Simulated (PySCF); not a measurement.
## Calculated NMR parameters of Naphthoquinone

```
Formula                               : C10H6O2
SMILES                                : O=C1C=CC(=O)c2ccccc21
InChI                                 : InChI=1S/C10H6O2/c11-9-5-6-10(12)8-4-2-1-3-7(8)9/h1-6H
Point group of the computed structure : C2v
Degrees of unsaturation               : 8
Carbon signals                        : 5
Proton signals                        : 3
```

Molfile (atoms numbered from 1):
```
C10H6O2
     RDKit          3D

 18 19  0  0  0  0  0  0  0  0999 V2000
    1.6092   -2.3453   -0.8190 O   0  0  0  0  0  0  0  0  0  0  0  0
    1.4154   -1.2051   -0.4483 C   0  0  0  0  0  0  0  0  0  0  0  0
    2.5497   -0.2829   -0.2055 C   0  0  0  0  0  0  0  0  0  0  0  0
    2.3705    0.9819    0.2075 C   0  0  0  0  0  0  0  0  0  0  0  0
    1.0245    1.5533    0.4484 C   0  0  0  0  0  0  0  0  0  0  0  0
    0.8937    2.7034    0.8164 O   0  0  0  0  0  0  0  0  0  0  0  0
   -0.1411    0.6562    0.2168 C   0  0  0  0  0  0  0  0  0  0  0  0
   -1.4323    1.1409    0.4325 C   0  0  0  0  0  0  0  0  0  0  0  0
   -2.5300    0.3131    0.2176 C   0  0  0  0  0  0  0  0  0  0  0  0
   -2.3434   -1.0028   -0.2144 C   0  0  0  0  0  0  0  0  0  0  0  0
   -1.0589   -1.4924   -0.4310 C   0  0  0  0  0  0  0  0  0  0  0  0
    0.0464   -0.6674   -0.2163 C   0  0  0  0  0  0  0  0  0  0  0  0
    3.5423   -0.7042   -0.3845 H   0  0  0  0  0  0  0  0  0  0  0  0
    3.2068    1.6622    0.3880 H   0  0  0  0  0  0  0  0  0  0  0  0
   -1.5464    2.1734    0.7691 H   0  0  0  0  0  0  0  0  0  0  0  0
   -3.5403    0.6930    0.3869 H   0  0  0  0  0  0  0  0  0  0  0  0
   -3.2080   -1.6491   -0.3825 H   0  0  0  0  0  0  0  0  0  0  0  0
   -0.8813   -2.5159   -0.7680 H   0  0  0  0  0  0  0  0  0  0  0  0
  1  2  2  0
  2  3  1  0
  3  4  2  0
  4  5  1  0
  5  6  2  0
  5  7  1  0
  7  8  2  0
  8  9  1  0
  9 10  2  0
 10 11  1  0
 11 12  2  0
 12  2  1  0
 12  7  1  0
  3 13  1  0
  4 14  1  0
  8 15  1  0
  9 16  1  0
 10 17  1  0
 11 18  1  0
M  END
```

- J couplings at B3LYP/pcJ-1 (without the spin–dipole term)
- PBE0-D3(BJ)/def2-SVP geometry
- CAM-B3LYP/pcSseg-2 with gauge-including orbitals
- program: PySCF 2.14.0 with density-fitted response routines
- gas phase, single conformer, non-relativistic, averaged over atoms made equivalent by symmetry, fast rotation or ring inversion

References, each an isolated molecule treated in the same way: TMS for $^{1}$H and $^{13}$C; $^{17}$O against H2O.

```tsv
carbon	δC, type	δH (multiplicity, J in Hz)	HMBC from (abs. J ≥ 3 Hz)	span of the C tensor (ppm)
C2/C5	199.6, C	–	H15/H18, H13/H14	212
C3/C4	152.6, CH	7.04 (s)	–	219
C7/C12	144.6, C	–	H15/H18, H16/H17, H13/H14	219
C8/C11	140.0, CH	8.56 (m)	H16/H17	251
C9/C10	146.5, CH	7.92 (m)	H15/H18	256
```

Other nuclei:
| atoms | nucleus | environment | δ (ppm) | σ (ppm) |
| --- | --- | --- | --- | --- |
| O1/O6 | $^{17}$O | ketone oxygen | 662.9 | -333.1 |

Selected couplings (Hz, signed; the shortest-range and largest first, 30 at most; isotopes $^{13}$C, $^{1}$H): $^{1}J$(C3,H13) 175.0, $^{1}J$(C8,H15) 174.8, $^{1}J$(C9,H16) 169.6, $^{3}J$(H15,H16) 8.7, $^{4}J$(H15,H17) 1.0.

- Carbon types of the structure: 4 × C, 6 × CH, which accounts for all hydrogens.
- δC 199.6: ketone carbonyl carbon; low-lying n→π* states of the double bond to the heteroatom give a large paramagnetic term (-267 ppm).
- δC 152.6: β carbon of a C=C–C=O unit; conjugation with the carbonyl draws π density from the β position.
- δC 146.5, 140.0: aromatic CH.
- δC 144.6: substituted aromatic carbon.
- δH 8.56, 7.92: hydrogen on an aromatic CH.

Splittings below 1 Hz are ignored in the labels, and close J values are merged. Couplings among chemically equivalent protons are left out too, so labels in AA′BB′ or AA′XX′ sets are apparent multiplicities. Unscaled 3J(H,H) at this level run about 10 % above measured values. Shifts are as computed, not scaled to solution data. Of 1328 compounds with measured shifts, 309 miss one by over three times the rms of a fit or turn the order of signals round; such compounds aren't used in these exercises. Signals without a measured value on file couldn't be tested in this way. Unscaled 17O shifts of doubly bonded oxygen tend to come out too high, by tens of ppm or more. Experimental scales use liquid or dissolved standards, which lie at an offset from isolated H2O (liquid H2O: subtract about 36 ppm).
